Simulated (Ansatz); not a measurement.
## Property card for Li$_{3}$Ga$_{2}$

Computed with DFT PBEsol, scalar-relativistic, plane waves, PAW in Ansatz.

Settings: cutoff 420 eV, Γ-centred mesh 12×12×12 on the computed 5-atom cell, Gaussian smearing of 0.10 eV; no spin polarisation.

The structure is relaxed at this level of theory with its symmetry kept. Whether it is the stable form of this composition wasn't checked.

```cif
data_structure
_symmetry_space_group_name_H-M 'R-3m:H'
_symmetry_Int_Tables_number 166
_cell_length_a 4.3092
_cell_length_b 4.3092
_cell_length_c 13.6673
_cell_angle_alpha 90.000
_cell_angle_beta 90.000
_cell_angle_gamma 120.000
_cell_volume 219.79
loop_
_atom_site_label
_atom_site_type_symbol
_atom_site_symmetry_multiplicity
_atom_site_Wyckoff_symbol
_atom_site_fract_x
_atom_site_fract_y
_atom_site_fract_z
_atom_site_occupancy
Li1 Li 6 c 0.66667 0.33333 0.73710 1
Li2 Li 3 a 0.00000 0.00000 0.00000 1
Ga1 Ga 6 c 0.00000 0.00000 0.80023 1
```

(1) Formation energy from the elements' standard states (uncorrected)?

(2) Density of states at the Fermi level?

(3) Löwdin character within 0.5 eV of the Fermi level?

(4) Bulk modulus?

(5) Its pressure derivative?

(6) Bader charges (e)?

## Answers

(1) -0.338 eV/atom.

(2) 0.94 states/eV per cell.

(3) Ga 4p 76 %, Ga 4s 7 %, Li 2s 7 %, unprojected 9 %.

(4) 41 GPa.

(5) 4.2.

(6) Li (2 in the cell) 0.81, Li (1 in the cell) 0.82, Ga (2 in the cell) -1.22.